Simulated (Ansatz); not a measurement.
# PBE against other levels and measurement: rutile CrO₂

Programs: Ansatz (an electronic-structure program).

```
property                            PBE    LDA  r²SCAN  reference  PBE less reference
-------------------------------  ------  -----  ------  ---------  ------------------
lattice parameter a (Å)           4.444  4.353   4.404     4.419*             +0.57 %
c axis length (Å)                 2.921  2.856   2.912     2.915*             +0.21 %
bulk modulus B0 (GPa)               230    280     253   242 ± 2*              -5.0 %
cohesive energy (eV/atom)          5.36   6.60    5.24          –                   –
enthalpy of formation (eV/atom)  -1.903      –  -2.186     -2.058      +0.155 eV/atom
```

PBE is well off the measurement for the lattice constant a (+0.57 %); formation enthalpy (+0.155 eV/atom).  In between, or not called against an uncorrected reference: lattice parameter c (+0.21 %), bulk modulus (-5.0 %). Where no measured value is used, PBE differs from r²SCAN by +0.12 eV/atom in the cohesive energy.

A star marks values at room or unstated temperature without corrections; heat and zero-point motion as a rule enlarge cells and lower moduli and gaps.

Low-temperature values still hold zero-point motion unless their source removed it.

Called well off clearly beyond 0.100 eV/atom for the formation enthalpy (bounds picked here from the quality of each reference); the lattice constant a is called against an uncorrected reference, since a correction would as a rule widen the miss or is far smaller.

The references are measured values: lattice constant a room temperature, lattice parameter c room temperature, bulk modulus unstated, formation enthalpy low temperature.

Unless a row names a cell, each level is at its own relaxed cell.

Spin-polarised runs: PBE (parallel moments), LDA (parallel moments), r²SCAN (parallel moments).

Ansatz's density-functional and Hartree–Fock values are scalar-relativistic unless marked +SOC, with PAW data made under PBE.

References as tabulated in Hiroi (2015), arXiv:1503.02262; Datta et al. (2023), arXiv:2307.04584; Aykol and Wolverton (2014), doi:10.1103/physrevb.90.115105.
